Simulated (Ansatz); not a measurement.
# C3H8N2O: the cost of one run

Program: Ansatz 0.2.0. Level of theory: RKS LDA/def2-SVP. These are calculated values, not measurements.

### 1 The structure to begin with

Bond lengths: C1–N2 1.459 Å, N2–C3 1.443 Å, C3–N4 1.406 Å, N4–C5 1.224 Å, C5–O6 1.356 Å, C1–H7 1.071 Å, C1–H8 1.047 Å, C1–H9 1.176 Å, N2–H10 1.002 Å, C3–H11 1.137 Å, C3–H12 1.088 Å, C5–H13 1.054 Å, O6–H14 1.001 Å. Angles (14 of 20 angles, heavy atoms first): C1–N2–C3 112.3°, N2–C3–N4 114.4°, C3–N4–C5 117.8°, N4–C5–O6 120.4°, C1–N2–H10 109.7°, C3–N2–H10 105.4°, N2–C1–H7 113.6°, N2–C1–H8 109.4°, N2–C1–H9 110.1°, N2–C3–H11 108.9°, N2–C3–H12 109.3°, N4–C3–H11 108.9°, N4–C3–H12 110.2°, N4–C5–H13 128.8°.

Coordinates:

```xyz
14

C    -0.4866   -1.6058    1.2652
N    -0.2052   -1.5517   -0.1657
C     0.5717   -0.3914   -0.5280
N    -0.1484    0.8163   -0.5217
C     0.4698    1.8507   -0.7379
O    -0.1722    3.0445   -0.7470
H     0.3936   -1.6171    1.8755
H    -1.1017   -2.4286    1.4678
H    -1.1106   -0.6631    1.5906
H    -1.0632   -1.4670   -0.6757
H     1.4520   -0.2998    0.1862
H     1.0252   -0.5531   -1.5042
H     1.5033    1.9802   -0.8996
H    -1.1407    2.8565   -0.5765
```

### 2 End point A

The input, input.yaml:

```yaml
crystal:
  periodic: [false, false, false]
  atoms:
    - { symbol: C, position_ang: [-0.4866, -1.6058, 1.2652] }
    - { symbol: "N", position_ang: [-0.2052, -1.5517, -0.1657] }
    - { symbol: C, position_ang: [0.5717, -0.3914, -0.528] }
    - { symbol: "N", position_ang: [-0.1484, 0.8163, -0.5217] }
    - { symbol: C, position_ang: [0.4698, 1.8507, -0.7379] }
    - { symbol: O, position_ang: [-0.1722, 3.0445, -0.747] }
    - { symbol: H, position_ang: [0.3936, -1.6171, 1.8755] }
    - { symbol: H, position_ang: [-1.1017, -2.4286, 1.4678] }
    - { symbol: H, position_ang: [-1.1106, -0.6631, 1.5906] }
    - { symbol: H, position_ang: [-1.0632, -1.467, -0.6757] }
    - { symbol: H, position_ang: [1.452, -0.2998, 0.1862] }
    - { symbol: H, position_ang: [1.0252, -0.5531, -1.5042] }
    - { symbol: H, position_ang: [1.5033, 1.9802, -0.8996] }
    - { symbol: H, position_ang: [-1.1407, 2.8565, -0.5765] }
basis:
  gaussian: { orbitals: def2-SVP }
hamiltonian:
  xc: lda
relax:
  f_tol: 0.02
  max_steps: 50
output:
  orbitals: {}
```

The run is started by

```console
> ansatz run input.yaml --threads 2 --pin off --max-ram 3072MiB --backend cpu --events-out ev --progress --plain --runs-dir out
```

**Question.** How long does this run take on 2 threads of Intel Xeon Platinum 8488C (Sapphire Rapids), shared host, and how much memory does it need?

About 27 s, with a peak of 0.17 GiB.
